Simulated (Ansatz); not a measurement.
`C/N=C(/S)Cl` + H₂ → `C/N=C/S` + HCl at 600 K and 1 bar (hydrogenolysis of a C–Cl bond).

Gas-phase electronic energies from Ansatz, PBE0-D4/def2-TZVP geometries. CCSD(T)/CBS is the MP2 limit (def2-TZVPP, def2-QZVPP) plus CCSD(T) − MP2 in def2-TZVPP, frozen cores. This one scheme is used for every species. Double bonds are as drawn, so ΔE can hold a change between cis and trans. Each species was taken in one conformer, which may not be the lowest.

```json
{"species": "`C/N=C(/S)Cl`", "CCSD(T)/CBS energy (Eh)": "-990.74099", "H − E (kJ/mol)": "209.7", "S (J/(mol·K))": "414.9"}
{"species": "H₂", "CCSD(T)/CBS energy (Eh)": "-1.17544", "H − E (kJ/mol)": "43.9", "S (J/(mol·K))": "150.8"}
{"species": "`C/N=C/S`", "CCSD(T)/CBS energy (Eh)": "-531.55851", "H − E (kJ/mol)": "226.1", "S (J/(mol·K))": "371.5"}
{"species": "HCl", "CCSD(T)/CBS energy (Eh)": "-460.38127", "H − E (kJ/mol)": "35.4", "S (J/(mol·K))": "207.2"}
```

H − E and S are ideal-gas, rigid-rotor, harmonic terms from PBE0-D4/def2-TZVP, for one conformer and one mirror image of each species. For small species the MP2-based limit differs from directly extrapolated CCSD(T) by up to some mEh (0.8 for H₂); such offsets cancel only in part. 1 Eh = 2625.50 kJ/mol, R = 8.31446 J/(mol·K).

Q: By hand: ΔE, ΔH, ΔS and ΔG.

A: ΔE = (-531.55851) + (-460.38127) − (-990.74099) − (-1.17544) = -0.02335 Eh = -61.3 kJ/mol. Δ(H − E) = 226.1 + 35.4 − 209.7 − 43.9 = 7.9, so ΔH = -53.4 kJ/mol. ΔS = 371.5 + 207.2 − 414.9 − 150.8 = 13.0 J/(mol·K). ΔG = -53.4 − 600 × (13.0)/1000 = -61.2 kJ/mol.

Q: By hand: the equilibrium constant, and the temperature at which ΔG would vanish if ΔH and ΔS stayed fixed.

A: log₁₀ K = −ΔG/(RT ln 10) = 5.3. ΔH and −TΔS have one sign here, so there is no such temperature.

The number of gas molecules stays the same, so ΔS is small and ΔH decides. A doubt of 5 kJ/mol in ΔE shifts log₁₀ K by 0.4 here. Other conformers and mirror images would add mixing entropy, several J/(mol·K) or more a flexible species. These are equilibria of isolated gas molecules and say nothing of rates. Largest T1 diagnostic: 0.013 (customary marks: 0.02 for closed shells, 0.045 for open ones).
